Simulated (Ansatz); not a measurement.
# C2H7NS: the cost of one run

Program: Ansatz 0.2.0. Level of theory: UKS LDA/def2-SVP. These are calculated values, not measurements.

### Step 1. Starting point

Bond lengths: N1–C2 1.421 Å, C2–C3 1.512 Å, C3–S4 1.791 Å, N1–H5 1.036 Å, N1–H6 1.090 Å, C2–H7 1.109 Å, C2–H8 1.049 Å, C3–H9 1.126 Å, C3–H10 1.130 Å, S4–H11 1.424 Å. Angles (14 of 16 angles, heavy atoms first): N1–C2–C3 110.4°, C2–C3–S4 115.8°, N1–C2–H7 108.7°, N1–C2–H8 111.2°, C3–C2–H7 108.7°, C3–C2–H8 109.5°, C2–N1–H5 112.5°, C2–N1–H6 109.4°, C2–C3–H9 109.7°, C2–C3–H10 109.6°, S4–C3–H9 108.4°, S4–C3–H10 109.2°, C3–S4–H11 93.7°, H7–C2–H8 108.3°.

Structure file:

```xyz
11

N    -0.3553    1.3652   -0.5425
C    -0.2442    0.4469    0.5356
C     0.8325   -0.5751    0.2477
S     0.5447   -1.6341   -1.1675
H    -0.5127    0.8926   -1.4504
H    -1.2610    1.9594   -0.4194
H     0.0334    1.0059    1.4524
H    -1.1545   -0.0445    0.7119
H     1.8218   -0.0563    0.1080
H     1.0013   -1.2162    1.1623
H    -0.6407   -2.2006   -0.6175
```

### Step 2. End point A

File input.yaml:

```yaml
crystal:
  periodic: [false, false, false]
  atoms:
    - { symbol: "N", position_ang: [-0.3553, 1.3652, -0.5425] }
    - { symbol: C, position_ang: [-0.2442, 0.4469, 0.5356] }
    - { symbol: C, position_ang: [0.8325, -0.5751, 0.2477] }
    - { symbol: S, position_ang: [0.5447, -1.6341, -1.1675] }
    - { symbol: H, position_ang: [-0.5127, 0.8926, -1.4504] }
    - { symbol: H, position_ang: [-1.261, 1.9594, -0.4194] }
    - { symbol: H, position_ang: [0.0334, 1.0059, 1.4524] }
    - { symbol: H, position_ang: [-1.1545, -0.0445, 0.7119] }
    - { symbol: H, position_ang: [1.8218, -0.0563, 0.108] }
    - { symbol: H, position_ang: [1.0013, -1.2162, 1.1623] }
    - { symbol: H, position_ang: [-0.6407, -2.2006, -0.6175] }
magnetization:
  spin_polarized: true
basis:
  gaussian: { orbitals: def2-SVP }
hamiltonian:
  xc: lda
relax:
  f_tol: 0.02
  max_steps: 50
output:
  orbitals: {}
```

On the command line:

```sh
$ ansatz run input.yaml --threads 2 --pin off --max-ram 3072MiB --backend cpu --events-out ev --progress --plain --runs-dir out
```

**Question.** How long does this run take on 2 threads of Intel Xeon 6975P-C (Granite Rapids), shared host, and how much memory does it need?

About 5.4 s, with a peak of 0.16 GiB.
